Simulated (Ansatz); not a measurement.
**Two structures, one formula**

The two ends of one reaction step of SiPH7S, closed shell (PBE0-D4/def2-TZVP).

A:

```
10
angstrom
Si -0.4561 0.3487 -1.1629
S 0.4982 0.3916 2.6915
H -0.8452 0.6207 -2.5723
H 0.7920 1.1011 -0.8643
H -1.5363 0.8490 -0.2721
H 1.1725 1.2820 1.9483
P -0.2790 -1.8803 -0.9026
H -0.6702 1.0133 2.4720
H 0.9139 -1.9610 -1.6709
H 0.4101 -1.7653 0.3334
```

B:

```json
{"atom": "Si1", "x (Å)": "-0.9123", "y (Å)": "1.4756", "z (Å)": "-0.4775"}
{"atom": "S2", "x (Å)": "0.2487", "y (Å)": "1.3125", "z (Å)": "1.3153"}
{"atom": "H3", "x (Å)": "-0.1855", "y (Å)": "0.9351", "z (Å)": "-1.6530"}
{"atom": "H4", "x (Å)": "-1.2573", "y (Å)": "2.8969", "z (Å)": "-0.7398"}
{"atom": "H5", "x (Å)": "-2.1420", "y (Å)": "0.6926", "z (Å)": "-0.2209"}
{"atom": "H6", "x (Å)": "0.5490", "y (Å)": "-2.2632", "z (Å)": "1.4088"}
{"atom": "P7", "x (Å)": "0.2960", "y (Å)": "-2.0775", "z (Å)": "0.0262"}
{"atom": "H8", "x (Å)": "1.2251", "y (Å)": "2.1314", "z (Å)": "0.8885"}
{"atom": "H9", "x (Å)": "1.6240", "y (Å)": "-1.6658", "z (Å)": "-0.2518"}
{"atom": "H10", "x (Å)": "0.5542", "y (Å)": "-3.4376", "z (Å)": "-0.2958"}
```

Computed with Ansatz 0.2.0 (basis: def2-TZVPP); correlated methods freeze the cores. B3LYP uses VWN-RPA correlation.

Which structure is lower at CCSD(T), and by how much? (An estimate is asked for; the value comes from the calculation.)

The calculation gives: B, by 0.360 eV (electronic energy, against the other). By their contacts, A is a complex of SiPH₅ ([SiH3][PH2]) + H₂S and B is a complex of SiH₄S ([SiH3][SH]) + PH₃.

All methods give the same order:

```tsv
method	E(B) − E(A) (eV)
SPW92	-0.312
PBE-D4	-0.311
BLYP-D4	-0.362
r2SCAN-D4	-0.354
B97M-V	-0.325
PBE0-D4	-0.335
B3LYP-D4	-0.376
r2SCAN0-D4	-0.367
BHLYP-D4	-0.411
CAM-B3LYP-D4	-0.381
wB97X-V	-0.371
wB97M-V	-0.389
B2PLYP	-0.377
PBE-QIDH	-0.369
RPA on PBE	-0.358
HF	-0.434
MP2	-0.400
CCSD	-0.368
CCSD(T)	-0.360
```

The T1 diagnostic stays at or below 0.012.

Labels in which every atom is bracketed show which atoms are joined, not bond orders.

For scale, one of the runs: CCSD(T)/def2-TZVPP, 224 basis functions, launched by `ansatz run in.yaml --threads 4 --pin off --events-out ev --progress --plain --max-ram 9574MiB`. The run took 58 s on 4 CPU threads of an Intel Xeon (shared host), with 3.2 GiB of host memory at its peak.
